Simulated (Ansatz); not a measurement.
## Ansatz (development build ahead of 0.2.0) run

```yaml
crystal:
  periodic: [false, false, false]
  atoms:
    - { symbol: "N", position_ang: [0.55, 0.0, 3.8] }
    - { symbol: "N", position_ang: [-0.55, 0.0, 3.8] }
    - { symbol: H, position_ang: [0.37, 0.0, 0.0] }
    - { symbol: H, position_ang: [-0.37, 0.0, 0.0] }
basis:
  gaussian: { orbitals: def2-SVP }
hamiltonian:
  xc: hf
```

The input is written out in the form of the current development build from the run's settings.

Output:

```yaml
Converged: yes
Total_energy: -109.98072 hartree
Spin_squared_of_the_determinant: 0.000
```
